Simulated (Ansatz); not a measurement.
## One elementary step

Start structure (CH₈SSi, closed shell), relaxed at PBE0-D4/def2-TZVP:

```xyz
11
angstrom
Si -1.0992 0.4867 0.0217
C -0.5820 -1.0864 0.8847
H -0.8979 0.3813 -1.4503
H -2.5374 0.7842 0.2648
H -0.3050 1.6497 0.5067
H 2.2812 1.3920 -0.4233
S 2.7346 0.2691 -1.0012
H -0.7305 -1.0031 1.9637
H 0.4743 -1.2887 0.6954
H -1.1672 -1.9359 0.5258
H 1.8290 0.3511 -1.9880
```

The step: CH₆Si ([CH3][SiH3]) + H₂S → SiH₄S ([SiH3][SH]) + CH₄; bonds formed: Si1–S7, C2–H6; bonds broken: Si1–C2, H6–S7. Ansatz 0.2.0; basis: def2-TZVPP and def2-QZVPP; cores frozen in the correlated methods. Extrapolation: Hartree–Fock as exp(−7.88 √X), correlation as X^−2.97. Energies below are by CCSD(T) at an estimated basis limit (MP2 extrapolated from triple and quadruple zeta, plus CCSD(T) − MP2 in triple zeta).

What are the electronic barrier and the energy of the step, from the start structure to the end structure? (Judge from chemistry; the value comes from the calculation.)

By the calculation: Barrier 2.469 eV; step energy -0.606 eV (downhill); reverse barrier, their difference, 3.075 eV. Barrier and step energy count from the start structure, the reverse barrier from the end structure.

The saddle point: One imaginary mode of 991i cm⁻¹.
```
  pair  start (Å)  saddle (Å)  end (Å)
Si1–S7       3.97        2.54     2.14
 C2–H6       4.01        1.30     1.09
Si1–C2       1.87        2.15     4.20
 H6–S7       1.34        1.80     3.32
```

Zero-point energy (harmonic, PBE0-D4): ZPE is 2.101 eV at the start and 2.094 eV at the saddle, so the barrier goes from 2.469 to 2.462 eV.

The T1 diagnostic stays at or below 0.012.

Labels in which every atom is bracketed show which atoms are joined, not bond orders.

For scale, one of the runs: CCSD(T)/def2-TZVPP, 227 basis functions, launched by `ansatz run in.yaml --threads 4 --pin off --events-out ev --progress --plain --max-ram 9574MiB`. The run took 26 s on 4 CPU threads of an Intel Xeon Platinum 8488C (shared host), with 3.6 GiB of host memory at its peak.
